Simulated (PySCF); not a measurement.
**Ionisation energy of Li by level of theory**

Li [He] 2s1 (2S) → Li⁺ 1s2 (1S), as a difference of total energies. Calculation: PySCF 2.14, in def2-TZVPPD; the non-relativistic Hamiltonian (point nucleus). Correlated levels: valence and next inner shell: nothing frozen. The calculations carry no spin-orbit coupling.

```csv
method,ionisation energy (eV)
UHF,5.342
MP2 (valence and next inner shell),5.369
SCS-MP2 (valence and next inner shell),5.366
CCSD (valence and next inner shell),5.374
CCSD(T) (valence and next inner shell),5.374
CCSDT (valence and next inner shell),5.374
FCI (valence and next inner shell),5.374
```

Task: How much does correlation contribute at CCSD(T) (valence and next inner shell)?

Result: 5.374 − (5.342) = 0.032 eV, measured against UHF.

Errors of the correlated levels include the incompleteness of this basis.

For comparison: 5.392 eV (measured; NIST Atomic Spectra Database, ionization energies).
